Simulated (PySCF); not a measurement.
# Dipole moment and polarisability of neopentylamine

Neopentylamine, C5H13N.
Numbering: `[CH3:1][C:2]([CH3:3])([CH3:4])[CH2:5][NH2:6]` (hydrogens: H7, H8, H9 on C1; H10, H11, H12 on C3; H13, H14, H15 on C4; H16, H17 on C5; H18, H19 on N6)

Structure used (GFN2-xTB), in Å, numbered top down from 1:
```
atom  x, y, z in Å
C1     0.0257    1.4017    0.6773
C2    -0.3126    0.0771   -0.0119
C3    -0.7599   -0.9456    1.0325
C4    -1.4369    0.3113   -1.0239
C5     0.9155   -0.4688   -0.7638
N6     2.0156   -0.7711    0.1393
H7    -0.8726    1.8406    1.1058
H8     0.4441    2.1110   -0.0348
H9     0.7405    1.2457    1.4812
H10   -1.0976   -1.8591    0.5491
H11    0.0731   -1.1910    1.6847
H12   -1.5762   -0.5475    1.6303
H13   -2.3310    0.6682   -0.5182
H14   -1.1415    1.0539   -1.7626
H15   -1.6833   -0.6113   -1.5449
H16    0.6341   -1.4053   -1.2538
H17    1.1948    0.2505   -1.5539
H18    2.3972    0.0857    0.5255
H19    2.7611   -1.2368   -0.3657
```

Level: PBE0/def2-SVPD (PySCF), static field, nuclei fixed, core orbitals frozen in the response. The polarisability tensor in these axes (au):

```
x   74.48 -1.62  0.71
y   -1.62 69.90 -0.33
z    0.71 -0.33 69.92
```

**Question.** Diagonalise the tensor; give its mean and Δα, where Δα² is half the sum of the squared differences of the eigenvalues.

**Answer.** Principal values 69.36, 69.83 and 75.11 au; mean 71.43 au = 10.59 Å³ = 11.78 × 10⁻⁴⁰ C²·m²/J; Δα = 5.53 au (8 % of the mean).

**Question.** What is the dipole moment, and where does it point?

**Answer.** (0.61, 0.63, -0.83) D, 1.21 D in size, pointing from the negative to the positive side. Measured along this direction, the outermost atoms are H12 at the negative end and H17 at the positive end.

**Question.** Rayleigh depolarisation ratio (linearly polarised light, static tensor)?

**Answer.** ρ = 3Δα²/(45ᾱ² + 4Δα²) = 91.8/(229622 + 122.4) = 0.0004.

**Question.** Find the Langevin capture rate constant for H3+ (3.023 u) meeting this molecule (87.105 u), k = 2.342 × 10⁻⁹ cm³/s × √(α in Å³ / reduced mass in u).

**Answer.** The reduced mass is 2.92 u, so k = 4.46 × 10⁻⁹ cm³/s. The formula leaves out the permanent dipole, which adds to the capture rate.

**Question.** Sum over states: ᾱ = Σ f/ω², ω in Eh. What share falls to these 8 lowest TDDFT singlets (eV, f)? 6.17, 0.0067; 7.07, 0.0206; 7.25, 0.0019; 7.65, 0.0379; 8.19, 0.0092; 8.28, 0.0078; 8.33, 0.0040; 8.44, 0.0469.

**Answer.** They add up to 1.66 au, 2.3 % of the 71.43 au; the largest single term is 0.49 au, from the state at 8.44 eV. Terms in order: 0.13, 0.31, 0.03, 0.48, 0.10, 0.08, 0.04, 0.49 au. Higher excitations give the rest. The strengths listed sum to 0.135.

**Question.** Refractivity n − 1 of an ideal gas of it at 350 K and 1 atm, from the electronic α?

**Answer.** N = p/kT = 2.0968 × 10¹⁹ cm⁻³, so n − 1 = 2π × N × 10.59 × 10⁻²⁴ cm³ = 1395 × 10⁻⁶ at long wavelengths.

**Question.** Give the eigenvalues of the traceless quadrupole moment Θ = ½Σq(3rr − r²1), origin at the centre of nuclear charge.

**Answer.** -5.55, 1.03, 4.51 D·Å. The values depend on the origin, since the dipole doesn't vanish. The electronic extent ⟨r²⟩ about the same centre is 666 bohr², a root-mean-square distance of 1.93 Å for the 50 electrons.

Isolated species at its GFN2-xTB geometry (one conformer only).

These values come from a run that also computed excited states. Hardware: one thread, AMD EPYC (x86_64) (shared host). Cost: 95 s of wall time, 0.88 GiB resident at most.
